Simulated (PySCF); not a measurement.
## How well do the runs reproduce experiment for C2H2F2?

**What was measured.**

From NIST CCCBDB Release 22 (SRD 101), experimental dipoles, for the gas: dipole moment (microwave Stark effect) 1.389 D.

The runs below try to reproduce these values; the comparison stands at the end.

C₂H₂F₂.
Atom-mapped SMILES: `[CH2:1]=[C:2]([F:3])[F:4]` (hydrogens: H5, H6 on C1)

Geometry (PBE0-D3(BJ)/def2-TZVP, Å), atoms numbered from 1 in this order:
```
atom  x, y, z in Å
C1    -0.644   -0.191    0.278
C2     0.519    0.143   -0.236
F3     1.358    1.007    0.289
F4     1.019   -0.333   -1.352
H5    -0.966    0.257    1.204
H6    -1.264   -0.914   -0.230
```

The PySCF runs (gas phase, on this PBE0-D3(BJ)/def2-TZVP geometry; no spin–orbit coupling):

```
                              level                                                                                         job  basis functions  wall time
PBE0-D3(BJ)/def2-TZVP, grid level 2                                geometry optimisation from a GFN2-xTB start shaken at random              136       30 s
                     B97-2/pcSseg-2                                                                                  shieldings              172      6.4 s
                       KT3/pcSseg-2                                                                                  shieldings              172      9.1 s
                      PBE0/pcSseg-2                                                     shieldings, charges and field gradients              172      7.7 s
                   wB97X-D/pcSseg-2                                                                                  shieldings              172      7.9 s
              CAM-B3LYP/aug-cc-pVTZ                          10 singlets by full TDDFT, 4 Tamm–Dancoff triplets, polarisability              230       16 s
                   PBE0/aug-cc-pVTZ  10 singlets by full TDDFT, 4 Tamm–Dancoff triplets, polarisability, dynamic polarisability              230       15 s
                wB97X-D/aug-cc-pVTZ               10 singlets by full TDDFT, 4 Tamm–Dancoff triplets, polarisability, ΔSCF ions              230       26 s
                        B3LYP/pcJ-2                                                 spin–spin couplings from 6 perturbed nuclei              252       20 s
                        B97-2/pcJ-2                                                 spin–spin couplings from 6 perturbed nuclei              252       19 s
                         PBE0/pcJ-2                                                 spin–spin couplings from 6 perturbed nuclei              252       20 s
```

Hardware: one thread of an Arm Neoverse V2, on a shared host.

## Comparison

**Dipole moment.** Measured: 1.389 D (NIST CCCBDB Release 22 (SRD 101), experimental dipoles).

```csv
level,computed (D),computed − measured (D),% (from the printed values)
PBE0-D3(BJ)/def2-TZVP,1.150,-0.239,-17
B97-2/pcSseg-2,1.190,-0.199,-14
KT3/pcSseg-2,1.084,-0.305,-22
PBE0/pcSseg-2,1.201,-0.188,-14
wB97X-D/pcSseg-2,1.206,-0.183,-13
CAM-B3LYP/aug-cc-pVTZ,1.309,-0.080,-6
PBE0/aug-cc-pVTZ,1.218,-0.171,-12
wB97X-D/aug-cc-pVTZ,1.227,-0.162,-12
B3LYP/pcJ-2,1.229,-0.160,-12
B97-2/pcJ-2,1.192,-0.197,-14
PBE0/pcJ-2,1.203,-0.186,-13
```

Closest is CAM-B3LYP/aug-cc-pVTZ (-0.080 D), furthest KT3/pcSseg-2 (-0.305 D); one molecule doesn't rank methods. All 11 levels lie below the measurement. The computed dipoles belong to one fixed geometry; measured ones are averaged over vibrations unless marked μe. Magnitudes are compared, not signs.

The geometry is computed, not the measured one. Where a level misses, the cause wasn't examined.
